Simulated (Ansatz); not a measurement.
Basis-set extrapolation for `C=CC(C)CC` (PBE0-D4/def2-TZVP geometry, frozen core, the Gaussian-basis code of Ansatz). Multiplicity 1, RHF reference.

```csv
,def2-TZVPP,def2-QZVPP
HF,-234.262247,-234.273199
MP2 correlation,-1.034370,-1.098375
CCSD(T) correlation,-1.142934,not run
```

Energies in hartree. Use E(X) = E(∞) + A·exp(−7.88·√X) for Hartree–Fock and E(X) = E(∞) + B·X^(−2.97) for correlation, with X = 3 and 4, and add CCSD(T) minus MP2 of the smaller set to the MP2 limit.

**Question.** What is the CCSD(T) energy at the basis-set limit?

**Answer.** HF limit: -234.273199 + (-0.010952) × 0.13774 = -234.27471. MP2 limit: -1.098375 + (-0.064005) × 0.74074 = -1.14579. Higher-order term: -1.142934 − (-1.034370) = -0.10856. Total: -235.52906 hartree, 3.37 eV below CCSD(T)/def2-TZVPP.
